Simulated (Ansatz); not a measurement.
Born–Oppenheimer molecular dynamics of H₅NSi (7 atoms, charge 0, multiplicity 1). It goes on from the last frame of an earlier run, with new velocities.

The calculation used RHF/def2-mTZVP in Ansatz 0.2.0.

```yaml
ensemble: NVT, Langevin thermostat
time_step: 0.5 fs
steps_asked: 250
set_temperature: 200 K
friction: 0.01 /fs
seed: 31938
```

First frame:

```xyz
7
Properties=species:S:1:pos:R:3
Si 0.016 -0.029 0.024
N -0.005 -0.107 1.847
H -0.195 0.730 2.434
H 0.897 -0.559 2.115
H -0.851 1.349 -0.154
H -0.719 -1.033 -0.753
H 1.401 0.008 -0.479
```

Task: How far do the bonds stretch over the last three quarters of this one trajectory? (Pairs bonded in most of those frames.)

Result: 
```json
{"bond": "Si1–N2", "mean (Å)": "1.726", "spread (Å)": "0.043", "shortest": "1.65", "longest": "1.79"}
{"bond": "Si1–H5", "mean (Å)": "1.480", "spread (Å)": "0.051", "shortest": "1.39", "longest": "1.57"}
{"bond": "Si1–H6", "mean (Å)": "1.483", "spread (Å)": "0.045", "shortest": "1.39", "longest": "1.56"}
{"bond": "Si1–H7", "mean (Å)": "1.480", "spread (Å)": "0.041", "shortest": "1.41", "longest": "1.55"}
{"bond": "N2–H3", "mean (Å)": "0.998", "spread (Å)": "0.025", "shortest": "0.95", "longest": "1.05"}
{"bond": "N2–H4", "mean (Å)": "0.998", "spread (Å)": "0.022", "shortest": "0.96", "longest": "1.04"}
```

Mean temperature of the second half: 316 K. The mean temperature of the second half is 58 % above the set value. A run of 0.12 ps of so small a system gives no equilibrium averages.

Time of the run: 88 s on 1 thread of Arm Neoverse V2, with other jobs on the host, peak memory 0.085 GiB.
